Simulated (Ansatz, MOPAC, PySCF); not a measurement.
Constitutional and geometric isomers with formula C3H6. Gas-phase values, no solvent. Strings in code marks are SMILES.

Quantity: electronic energy of isomers of C3H6 relative to `C=CC`, in kJ/mol. Semi-empirical values (MOPAC) are differences of heats of formation.

Level 1: frozen-core CCSD(T) with HF/cc-pVQZ and the correlation energy extrapolated as X^-3 from cc-pVTZ and cc-pVQZ // PBE0-D3(BJ)/def2-TZVP (Ansatz, a quantum-chemistry and plane-wave program)
Level 2: PBE-D3(BJ)/def2-TZVP // PBE0-D3(BJ)/def2-TZVP (PySCF)
Level 3: r2SCAN0/cc-pVTZ // PBE0-D3(BJ)/def2-TZVP (Ansatz)
Level 4: PM3 // PBE0-D3(BJ)/def2-TZVP (MOPAC)

| species | level 1 | level 2 | level 3 | level 4 |
|---|---|---|---|---|
| `C1CC1` | 31.56 | 22.66 | 17.05 | 45.4 |
